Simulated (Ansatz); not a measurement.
Start from `[NH2][Mg][Cl]` and change one atom or group to get `[OH][Mg][Cl]`.

Ansatz, PBE0-D4/def2-TZVP geometries, multiplicity 1. Each molecule was computed in one conformer, which needn't be the lowest.

| property | `[NH2][Mg][Cl]` |
| --- | --- |
| LUMO energy (B3LYP/def2-TZVPP) / eV | -1.54 |
| LUMO energy (PBE0/def2-TZVPP) / eV | -1.24 |
| HOMO energy (ωB97M-V/def2-TZVPP) / eV | -9.08 |
| HOMO energy (PBE/def2-TZVPP) / eV | -5.31 |
| HOMO energy (B3LYP/def2-TZVPP) / eV | -6.44 |
| size of the dipole moment (PBE/def2-TZVPP) / D | 2.25 |

Problem. What does the change do to each property? (Estimate.)

Solution. Computed: 
```
                                      property  `[OH][Mg][Cl]`  shift
           LUMO energy (B3LYP/def2-TZVPP) / eV           -1.72  -0.18
            LUMO energy (PBE0/def2-TZVPP) / eV           -1.39  -0.15
         HOMO energy (ωB97M-V/def2-TZVPP) / eV          -10.87  -1.79
             HOMO energy (PBE/def2-TZVPP) / eV           -6.70  -1.39
           HOMO energy (B3LYP/def2-TZVPP) / eV           -8.09  -1.65
size of the dipole moment (PBE/def2-TZVPP) / D            1.97  -0.28
```

With PBE0 the HOMO falls by 1.67 eV and the LUMO falls by 0.15 eV, so the gap widens by about 1.52 eV. PBE moves the HOMO by -1.39 eV and ωB97M-V by -1.79 eV. Dipoles are sizes alone; their direction can turn.

B3LYP here is the variant with VWN-RPA as its local correlation; programs differ in this.
